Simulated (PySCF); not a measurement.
# ClH₄⁺, singlet: computed properties

Level of theory: PySCF, PBE0, basis Cl def2-TZVP, H def2-TZVP (no relativity, density fitting).

The structure is a minimum.

- Point group: D4h
- Bond lengths: Cl–H 1.363 Å (×4)
- Bond angles: H–Cl–H 90.0° (×4), H–Cl–H 180.0° (×2)
- Dipole moment about the centre of mass: 0.00 D
- Rotational constants: 4.504, 4.504, 2.252 cm⁻¹
- Entropy at 298.15 K and 1 bar: 210.2 J/(mol K)
- Rotational symmetry number: 8
- Zero-point energy: 93.3 kJ/mol
- Lowest empty level: -9.21 eV
- Highest occupied level: -14.84 eV
- Principal quadrupole moments (Buckingham, traceless) about the centre of mass: -4.69, 2.34, 2.34 D Å
- Enthalpy at 298.15 K above 0 K: 10.92 kJ/mol
- Heat capacity Cp at 298.15 K: 41.4 J/(mol K)
- Principal polarisabilities: 9.6, 23.1, 23.1 bohr³

Harmonic modes (masses in u: Cl 34.969, H 1.008):
| symmetry | ω (cm⁻¹) | IR (km/mol, summed over degenerate members) |
| --- | --- | --- |
| a2u | 357 | 137 |
| b2u | 1140 | 0.0 |
| eu | 1605 | 15.9 |
| b2g | 1946 | 0.0 |
| eu | 2186 | 15.0 |
| b1g | 2263 | 0.0 |
| a1g | 2307 | 0.0 |

In D4h the vibrations span a2u + b2u + 2eu + b2g + b1g + a1g. The a1g, b1g, b2g, b2u modes carry no infrared intensity, as symmetry demands. With a centre of inversion only u modes can be infrared active and only g modes Raman active.

Charges (e):
```
    atom  Mulliken  Löwdin  polar tensor  Mayer order to Cl1
     Cl1      0.05    0.62          0.82                   –
H2,3,4,5      0.24    0.10          0.05                0.72
```

Mulliken populations on Cl1: s 5.74, p 10.76, d 0.45, f 0.01.

Counting electrons, chlorine keeps 2 of its valence electrons outside its bonds, so the VSEPR class is AX4E1 and the expected shape is see-saw (C2v). The calculation gives D4h instead.

Only a few start shapes were tried, so a lower isomer may exist.

The final relaxation and frequency run took about 15 core-seconds on a shared host.
